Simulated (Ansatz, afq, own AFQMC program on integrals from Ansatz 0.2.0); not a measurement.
**BHO, singlet: AFQMC among the cluster methods**

```yaml
atoms:
  - { symbol: B, position_ang: [-0.3630, 0.0000, 0.5613] }
  - { symbol: O, position_ang: [0.2315, 0.0000, -0.4788] }
  - { symbol: H, position_ang: [0.2189, 0.0000, 1.5794] }
```

Connectivity, by distances: BH–O.

Basis cc-pVDZ. Only valence electrons are correlated. Integrals, coupled cluster, full CI and functionals: Ansatz 0.2.0; the random walks run on the same integrals in our own AFQMC program. The CISD trial takes its coefficients from CCSD amplitudes. Released means that phaseless walkers are propagated on without the constraint, phases kept. Free AFQMC starts from the CCSD state and is never constrained. Its projection time is finite, and what remains of the start isn't in its error. ± is one standard error of the sampling.

Determinant: RHF, the one that the program's search chose, which needn't be the lowest solution. The geometry is a point of a scan.

No full CI on the walks' own integrals is used here; CCSDT(Q) serves as the reference and is uncertain by about the last step of the cluster series.

Cautions: higher spins were not checked; raised T1 diagnostic (T1 0.026, weight of the determinant 0.89, largest double 0.10); the ph-AFQMC/CISD walk drifts between its halves (2.1 errors).

```
T1 diagnostic                               : 0.0257
weight of the determinant in the CISD state : 0.890
size of the correlated space                : 10 electrons in 31 orbitals
```

```json
{"level": "MP2", "correlation energy (eV)": "-7.5287"}
{"level": "CCSD", "correlation energy (eV)": "-7.7196"}
{"level": "CCSD(T)", "correlation energy (eV)": "-8.0095"}
```

Q: Estimate where free-projection AFQMC lies against CCSD(T) on the same integrals.

A: 0.84 ± 0.85 mEh below CCSD(T). The gap is under twice the noise, so this walk alone can't tell the two apart.

Reference: CCSDT(Q), correlation energy -8.059 eV. The released energy is read at 2.40 1/Eh (meV from the phaseless value at times in 1/Eh: 4 ± 16 at 0.24, 3 ± 15 at 0.51, 5 ± 15 at 0.99, -3 ± 14 at 1.62, 24 ± 23 at 2.40).

```csv
level,E − E(reference) (mEh),share of correlation (%)
CCSD(T),1.82,99.38
CCSDT,1.23,99.58
ph-AFQMC/CISD,0.46 ± 0.64,99.85
released AFQMC,1.33 ± 0.84,99.55
free AFQMC,0.98 ± 0.85,99.67
```

Free projections are given only where their last times agree within the noise and don't stop above the reference; a slow remainder of the start can still hide under it. A walk keeps the symmetry of its determinant, which the program's search chose and which needn't be the lowest solution, so a lower state of the same spin and another symmetry isn't excluded. Released energies are given only where the last usable release times agree within the noise; a slower fall can still hide under it.
